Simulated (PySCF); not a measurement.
trans-1-chloro-2-fluoroethylene, C2H2ClF.
Numbering: `[F:1]/[CH:2]=[CH:3]/[Cl:4]` (hydrogens: H5 on C2; H6 on C3)

Method used: core-valence-separated Tamm–Dancoff BHandHLYP/aug-pcX-1 (pcseg-1 on H, def2-SVPD on Cl) in PySCF, non-relativistic, gas phase, PBE0-D3(BJ)/def2-SVP geometry. Absolute energies from this functional tend to lie a few eV below measured edges; no shift was applied.

(1) Give energies, oscillator strengths and core holes at the C K edge.

(2) List the fluorine K-edge absorption lines.

Results:

(1) 
```tsv
E (eV)	f	core hole on	main final orbital	polarisation
284.11	0.0588	C3	LUMO (86 %)	out of plane
284.73	0.0698	C2	LUMO (82 %)	out of plane
285.50	0.0527	C3	LUMO+1 (34 %)	in plane
287.46	0.0368	C2	LUMO+1 (55 %)	in plane
287.55	0.0232	C3	LUMO+2 (65 %)	in plane
288.70	0.0007	C3	LUMO+3 (68 %)	–
288.86	0.0176	C2	LUMO+3 (36 %)	in plane
289.06	0.0049	C3	LUMO+4 (41 %)	in plane
289.29	0.0040	C3	LUMO+5 (93 %)	out of plane
289.59	0.0069	C3	LUMO+6 (50 %)	in plane
289.68	0.0013	C2	LUMO+2 (67 %)	in plane
```

The first line with a tenth or more of the strongest one's intensity is at 284.11 eV (f = 0.059), with the hole on C3 (vinylic C–Cl carbon), polarised out of plane: a 1s→π* resonance. The strongest listed is at 284.73 eV (f = 0.070; C2, 1s→π*).

(2) 
```json
{"E (eV)": "685.99", "f": "0.0102", "core hole on": "F1", "main final orbital": "LUMO (93 %)", "polarisation": "out of plane"}
{"E (eV)": "686.18", "f": "0.0245", "core hole on": "F1", "main final orbital": "LUMO+1 (41 %)", "polarisation": "in plane"}
{"E (eV)": "687.87", "f": "0.0142", "core hole on": "F1", "main final orbital": "LUMO+3 (40 %)", "polarisation": "in plane"}
{"E (eV)": "688.23", "f": "0.0021", "core hole on": "F1", "main final orbital": "LUMO+2 (81 %)", "polarisation": "in plane"}
{"E (eV)": "688.84", "f": "0.0038", "core hole on": "F1", "main final orbital": "LUMO+4 (73 %)", "polarisation": "in plane"}
{"E (eV)": "689.04", "f": "0.0014", "core hole on": "F1", "main final orbital": "LUMO+5 (88 %)", "polarisation": "out of plane"}
{"E (eV)": "689.26", "f": "0.0040", "core hole on": "F1", "main final orbital": "LUMO+3 (40 %)", "polarisation": "in plane"}
```

The first line with a tenth or more of the strongest one's intensity is at 685.99 eV (f = 0.010), with the hole on F1 (vinyl fluorine), polarised out of plane. The strongest listed is at 686.18 eV (f = 0.025; F1).

Roots within 0.03 eV whose holes lie on the same, on equivalent or on shared atoms are summed into one line, and the highest roots are left out, as the search may have cut off their partners. Final orbitals are the ground state's empty Kohn–Sham orbitals. A dash: too weak, shared between unlike atoms, or no plane or axis to refer to.

Q: What is the summed oscillator strength of the listed C K lines, and their intensity-weighted mean energy?

A: Σf = 0.277 over 11 lines from 284.11 to 289.68 eV; the weighted mean is 285.90 eV. The strongest line holds 25 % of the sum.

The list ends where the root search ended, not at a threshold.
